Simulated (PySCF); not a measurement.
# SiO2 (silicon dioxide molecule): M06-2X/STO-6G

Aim: the vertical ionisation energy of SiO2 (silicon dioxide molecule) at M06-2X/STO-6G, from 2 runs. Input form: a Python script.

The results are computed with PySCF 2.14.0.

8 further runs of the same task are left out: 1 that didn't finish, 7 set aside as unsound or not needed.

## Step 1: The molecule

SiO2: 3 atoms, total charge 0, spin state singlet. As SMILES, `O=[Si]=O`. Geometry: relaxed at GFN2-xTB.

Bond lengths: O1–Si2 1.491 Å, Si2–O3 1.491 Å. Angles: O1–Si2–O3 179.9°.

## Step 2: The energy at M06-2X/STO-6G

The input, run.py:

```python
from pyscf import gto, dft

molecule = gto.Mole()
molecule.atom = [
    ('O', (0.691230, 1.217290, 0.513740)),
    ('Si', (-0.000730, 0.000440, -0.000160)),
    ('O', (-0.690510, -1.217740, -0.513580)),
]
molecule.max_memory = 1860
molecule.verbose = 3
molecule.basis = 'sto-6g'
molecule.build()

mf = dft.RKS(molecule, xc='m06-2x')
mf.grids.level = 5
mf.conv_tol = 1e-10
mf.kernel()
if not mf.converged:
    mf = mf.newton().run(mf.mo_coeff, mf.mo_occ)

energy = mf.e_tot
print('Final energy', energy)
```

On the command line:

```console
$ OMP_NUM_THREADS=1 python run.py
```

Log:

```text
converged SCF energy = -438.02069368718
Final energy -438.0206936871799
```

It took 3.9 s on 1 thread of Arm Neoverse V1, shared host; peak memory 0.19 GiB.

## Step 3: The doublet cation

The input, geometry.xyz:

```xyz
3

O      0.691230     1.217290     0.513740
Si    -0.000730     0.000440    -0.000160
O     -0.690510    -1.217740    -0.513580
```

The input, job.py:

```python
from pyscf import gto, dft

mol = gto.M(
    atom='geometry.xyz',
    charge=1,
    basis='sto-6g',
    max_memory=1860,
    spin=1,
    verbose=4,
)

calc0 = dft.UKS(mol)
calc0.xc = 'm06-2x'
calc0.conv_tol = 1e-10
calc0.grids.level = 5
calc0.kernel()
if not calc0.converged:
    calc0 = calc0.newton().run(calc0.mo_coeff, calc0.mo_occ)

e_final = calc0.e_tot
print('E = %.10f Eh' % e_final)
```

On the command line:

```console
$ OMP_NUM_THREADS=1 python job.py
```

Log:

```text
PySCF version 2.14.0

[INPUT] num. atoms = 3
[INPUT] num. electrons = 29
[INPUT] charge = 1
[INPUT] spin (= nelec alpha-beta = 2S) = 1
[INPUT] symmetry False subgroup None
[INPUT] Mole.unit = angstrom
[INPUT] Symbol           X                Y                Z      unit          X                Y                Z       unit  Magmom
[INPUT]  1 O      0.691230000000   1.217290000000   0.513740000000 AA    1.306235389083   2.300344714172   0.970827899234 Bohr   0.0
[INPUT]  2 Si    -0.000730000000   0.000440000000  -0.000160000000 AA   -0.001379500071   0.000831479495  -0.000302356180 Bohr   0.0
[INPUT]  3 O     -0.690510000000  -1.217740000000  -0.513580000000 AA   -1.304874786273  -2.301195090928  -0.970525543054 Bohr   0.0

nuclear repulsion = 90.84965725506
number of shells = 11
number of NR pGTOs = 114
number of NR cGTOs = 19
basis = sto-6g
ecp = {}

******** <class 'pyscf.dft.uks.UKS'> ********
method = UKS
initial guess = minao
damping factor = 0
level_shift factor = 0
DIIS = <class 'pyscf.scf.diis.CDIIS'>
diis_start_cycle = 1
diis_space = 8
diis_damp = 0
SCF conv_tol = 1e-10
SCF conv_tol_grad = None
SCF max_cycles = 50
direct_scf = True
direct_scf_tol = 1e-13
number electrons alpha = 15  beta = 14
XC library pyscf.dft.libxc version 7.0.0
    S. Lehtola, C. Steigemann, M. J.T. Oliveira, and M. A.L. Marques.,  SoftwareX 7, 1–5 (2018)
XC functionals = m06-2x
    Y. Zhao and D. G. Truhlar.,  Theor. Chem. Acc. 120, 215 (2008)
    Y. Zhao and D. G. Truhlar.,  Theor. Chem. Acc. 120, 215 (2008)
radial grids:
    Treutler-Ahlrichs [JCP 102, 346 (1995); DOI:10.1063/1.469408] (M4) radial grids

becke partition: Becke, JCP 88, 2547 (1988); DOI:10.1063/1.454033
pruning grids: <function nwchem_prune>
grids dens level: 5
symmetrized grids: False
atomic radii adjust function: <function treutler_atomic_radii_adjust>
small_rho_cutoff = 0
Set gradient conv threshold to 1e-05
tot grids = 129512
init E= -438.281147675212
[... the frontier-level lines of each cycle are left out ...]


cycle= 1 E= -437.514330091624  delta_E= 0.767  |g|= 0.477  |ddm|= 2.06
cycle= 2 E= -437.401044046863  delta_E= 0.113  |g|= 0.697  |ddm|= 1.73
cycle= 3 E= -437.731343667047  delta_E= -0.33  |g|= 0.0273  |ddm|= 0.914
cycle= 4 E= -437.732918879814  delta_E= -0.00158  |g|= 0.0115  |ddm|= 0.0792
cycle= 5 E= -437.733249113968  delta_E= -0.00033  |g|= 0.0119  |ddm|= 0.0539
cycle= 6 E= -437.733362630936  delta_E= -0.000114  |g|= 0.0042  |ddm|= 0.0199
cycle= 7 E= -437.733398003402  delta_E= -3.54e-05  |g|= 0.000555  |ddm|= 0.0201
cycle= 8 E= -437.733398945533  delta_E= -9.42e-07  |g|= 0.000106  |ddm|= 0.00336
cycle= 9 E= -437.733398972617  delta_E= -2.71e-08  |g|= 1.08e-05  |ddm|= 0.000652
cycle= 10 E= -437.733398973003  delta_E= -3.86e-10  |g|= 4.64e-06  |ddm|= 4.99e-05
cycle= 11 E= -437.73339897315  delta_E= -1.47e-10  |g|= 3.68e-06  |ddm|= 2.95e-05
cycle= 12 E= -437.73339897336  delta_E= -2.11e-10  |g|= 3.1e-06  |ddm|= 4.97e-05
cycle= 13 E= -437.733398973527  delta_E= -1.66e-10  |g|= 2.92e-06  |ddm|= 4.26e-05
cycle= 14 E= -437.733398973596  delta_E= -6.88e-11  |g|= 2.92e-06  |ddm|= 1.77e-05
Extra cycle  E= -437.733398973661  delta_E= -6.56e-11  |g|= 2.92e-06  |ddm|= 1.67e-05
converged SCF energy = -437.733398973661  <S^2> = 0.84981555  2S+1 = 2.0974418
E = -437.7333989737 Eh
```

Wall time 8.1 s (1 thread of Arm Neoverse V1, shared host); peak memory 0.21 GiB.

## Step 4: What came out

At M06-2X/STO-6G:

| quantity | value |
| --- | --- |
| singlet SiO2: total energy | -438.02069 Eh |
| singlet SiO2: dipole moment | 0.00 D |
| singlet SiO2: HOMO energy | -5.69 eV |
| singlet SiO2: LUMO energy | 3.89 eV |
| singlet SiO2: HOMO–LUMO gap | 9.58 eV |
| doublet cation: total energy | -437.73340 Eh |
| doublet cation: HOMO energy (highest over α and β) | -16.21 eV |
| doublet cation: LUMO energy (lowest over α and β) | -10.17 eV |
| doublet cation: ⟨S²⟩ | 0.850 |
| vertical ionisation energy (to the doublet cation) | 7.818 eV |

What this shows: The vertical ionisation energy comes to 7.82 eV (754 kJ/mol). The negative HOMO energy of the first species, 5.69 eV, lies 2.13 eV below that difference. In a minimal basis such a difference can be off by several eV, whatever the method. Mulliken charges (doublet cation) run from -0.13 on O3 to +1.27 on Si2.
